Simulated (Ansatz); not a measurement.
**Nudged elastic band run: CH5SSi, charge +1**

Input file:

```yaml
crystal:
  periodic: [false, false, false]
  atoms:
    - { symbol: Si, position_ang: [-0.825089, 0.950193, -0.933035] }
    - { symbol: C, position_ang: [0.127699, 0.290234, 0.326838] }
    - { symbol: S, position_ang: [0.559574, -1.377, 0.326764] }
    - { symbol: H, position_ang: [-1.290964, 0.113863, -2.033285] }
    - { symbol: H, position_ang: [-1.181777, 2.361655, -0.917886] }
    - { symbol: H, position_ang: [0.488086, 0.874954, 1.151758] }
    - { symbol: H, position_ang: [1.87924, -1.395037, 0.531983] }
    - { symbol: H, position_ang: [0.243231, -1.818862, 1.546864] }
total_charge: 1
basis:
  gaussian: { orbitals: def2-TZVP }
hamiltonian:
  xc: hf
neb:
  order_check: false
  images: 7
  f_tol: 0.05
  max_iterations: 60
  initial_path: idpp
  final_atoms:
    - { symbol: Si, position_ang: [-0.73646282, 0.8482674, -0.82690999] }
    - { symbol: C, position_ang: [0.22085115, 0.45947502, 0.53379507] }
    - { symbol: S, position_ang: [0.90478884, -1.06589802, 0.99522496] }
    - { symbol: H, position_ang: [-1.09445861, -0.16648616, -1.81387821] }
    - { symbol: H, position_ang: [-1.21195904, 2.21021106, -1.0224819] }
    - { symbol: H, position_ang: [0.48535992, 1.20867979, 1.25610242] }
    - { symbol: H, position_ang: [-0.09220027, -1.95141829, 0.96348095] }
    - { symbol: H, position_ang: [1.52408081, -1.5428308, -0.08533231] }
```

Launched with:

```bash
$ ansatz run input.yaml --threads 2 --pin off --max-ram 3072MiB --backend cpu --events-out ev --progress --plain --runs-dir out
```

Output, in part (warnings, iteration lines, the closing report on the highest movable image, with atoms numbered from 0):

```
NEB end point (image 0): max|allowed force component| = 3.088e-3 eV/Å (the criterion of neb.relax_end_points is 1.000e-2)
NEB end point (image 8): max|allowed force component| = 1.206e-2 eV/Å (the criterion of neb.relax_end_points is 1.000e-2)
NEB iter   1: max|band force component| = 1.719e0 eV/Å  barrier→ = 0.4819 eV  barrier← = 0.3135 eV  Δτ_max = 0.1840 Å  (297 SCF iters)
NEB iter   2: max|band force component| = 5.714e-1 eV/Å  barrier→ = 0.3368 eV  barrier← = 0.1684 eV  Δτ_max = 0.0348 Å  (220 SCF iters)
NEB iter   3: max|band force component| = 3.243e-1 eV/Å  barrier→ = 0.3258 eV  barrier← = 0.1574 eV  CI = image 4  Δτ_max = 0.1438 Å  (217 SCF iters)
NEB iter   4: max|band force component| = 1.593e-1 eV/Å  barrier→ = 0.3318 eV  barrier← = 0.1635 eV  CI = image 4  Δτ_max = 0.0201 Å  (219 SCF iters)
NEB iter   5: max|band force component| = 5.262e-2 eV/Å  barrier→ = 0.3315 eV  barrier← = 0.1632 eV  CI = image 4  Δτ_max = 0.0077 Å  (224 SCF iters)
NEB iter   6: max|band force component| = 1.657e-2 eV/Å  barrier→ = 0.3314 eV  barrier← = 0.1631 eV  CI = image 4  Δτ_max = 0.0000 Å  (617 SCF iters)
Total energy: -19781.18423410 eV, -726.9451124349 hartree
Atom 0 at    -1.215474     0.814617    -0.387425 Å, force    -0.000633    -0.007622    -0.002004 eV/Å
Atom 1 at     0.380190     0.384033     0.021418 Å, force    -0.006161     0.011718    -0.001073 eV/Å
Atom 2 at     1.154860    -1.178516    -0.173018 Å, force     0.001090    -0.000748     0.000917 eV/Å
Atom 3 at    -2.176598    -0.181930    -0.850015 Å, force    -0.000573     0.001178     0.000252 eV/Å
Atom 4 at    -1.642964     2.197520    -0.239250 Å, force     0.000905     0.001453     0.000424 eV/Å
Atom 5 at     1.084591     1.126804     0.348418 Å, force     0.005217    -0.006274     0.002075 eV/Å
Atom 6 at     2.066111    -1.141041     0.801022 Å, force     0.001152     0.001922    -0.000832 eV/Å
Atom 7 at     0.349285    -2.021487     0.478852 Å, force    -0.000996    -0.001626     0.000241 eV/Å
Dipole moment:     0.034142    -0.272612     0.205091 e Å
```

The forces met the threshold. A vibrational analysis at the climbing image gives one clearly imaginary mode, 275i cm⁻¹: a first-order saddle point. Limits of this set-up: the dipole of an ion depends on the origin.

Final band (atoms are numbered from 1 in the order of the input):

```
image  path coordinate (Å)  energy (eV)  dihedral Si1–C2–S3–H8 (°)
    0                 0.00         0.00                       -130
    1                 0.48         0.05                       -111
    2                 0.95         0.17                        -92
    3                 1.43         0.29                        -74
    4                 1.90         0.33                        -55
    5                 2.50         0.28                        -31
    6                 3.09         0.20                         -5
    7                 3.68         0.17                         22
    8                 4.28         0.17                         50
```

The run took 53 s on 2 threads of Intel(R) Xeon(R) Platinum 8488C (Sapphire Rapids) (shared host), peak memory 0.29 GiB.
